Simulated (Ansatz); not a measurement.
The same path of C2H7Al (10 atoms, charge 0, multiplicity 1) was run twice with different band settings. Lost on the way: Al1–C2, Al1–H9. Made: C2–H9.

Computed with RKS PBE0-D4/6-31G* in Ansatz 0.2.0.

Relaxed end points:

```xyz
10
Properties=species:S:1:pos:R:3
Al 0.463 0.013 -0.038
C 0.984 0.116 1.857
H 0.066 0.072 2.464
H 1.514 -0.817 2.107
C 1.830 1.327 2.263
H 2.086 1.312 3.331
H 2.772 1.369 1.704
H 1.305 2.271 2.069
H 0.972 1.095 -1.101
H -0.488 -1.168 -0.549
```

```xyz
10
Properties=species:S:1:pos:R:3
Al -0.677 0.750 -0.435
C 1.868 -0.106 1.405
H 0.961 -0.699 1.217
H 2.476 -0.690 2.105
C 1.530 1.260 1.984
H 0.946 1.173 2.905
H 2.436 1.835 2.202
H 0.941 1.871 1.280
H 2.431 -0.023 0.469
H -1.408 0.218 0.977
```

Common settings: movable images 5; climbing image yes; optimiser quadratic models (default); start path through a guess of the saddle point; force threshold 0.05 eV/Å; iteration limit 60; end points relaxed.

| run | spring |
| --- | --- |
| 1 | 5.0 eV/Å² |
| 2 | 2.0 to 10.0 eV/Å², energy-weighted |

**Question.** What does each run give, and how far can it be trusted?

**Answer.** Run 1: converged after 21 iterations, highest image 2.495 eV above the first end. Neighbouring images differ by up to 2.3 eV, so the band resolves the path poorly. A vibrational analysis at the climbing image gives one clearly imaginary mode, 929i cm⁻¹: a first-order saddle point.
Run 2: converged after 18 iterations, highest image 2.495 eV above the first end. Neighbouring images differ by up to 1.5 eV, so the band resolves the path poorly. Another band between the same ends (5 images) ends at a top of the same energy, where a vibrational analysis finds 1 clearly imaginary mode.
The orbitals stay closed-shell, which can raise the energy where a bond breaks towards radicals; this wasn't checked here.
